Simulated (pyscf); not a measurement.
H₃C–NH₃⁺ -> H₂C=NH₂⁺ + hydrogen (H₂) (elimination; singlet surface; C–H, H–N broken, H–H formed). Optimised with ωB97X-D3(BJ)/def2-SVP in PySCF. Energies in kJ/mol from the reactant's lowest minimum found.

```
level                   barrier  reaction energy
----------------------  -------  ---------------
ωB97X-D3(BJ)/def2-TZVP    360.2           +178.3
r²SCAN/def2-TZVP          351.3           +178.1
B3LYP-D3(BJ)/def2-TZVP      [?]           +167.3
PBE0-D3(BJ)/def2-TZVP     351.6           +189.3
M06-2X/def2-TZVP          357.7           +175.0
ωB97M-D3(BJ)/def2-TZVP      [?]              [?]
```

Some entries are withheld; supply them.


- B3LYP-D3(BJ)/def2-TZVP, barrier: 357.5
- ωB97M-D3(BJ)/def2-TZVP, barrier: 357.9
- ωB97M-D3(BJ)/def2-TZVP, reaction energy: +174.6

The functionals in the table span 8.9 kJ/mol in this barrier, from r²SCAN to ωB97X-D3(BJ)/def2-TZVP. On the reactant side the descent ends in a point that may be a rotor saddle (no frequency run), 9.7 kJ/mol over the lowest minimum found and 350.5 kJ/mol under the saddle at ωB97X-D3(BJ)/def2-TZVP. At the saddle there is also a short C–H contact that neither side keeps. This saddle turned up in a search for another step; its sides and bond changes are read from the two ends of the descent. One saddle was located; it need not be the lowest between these sides.
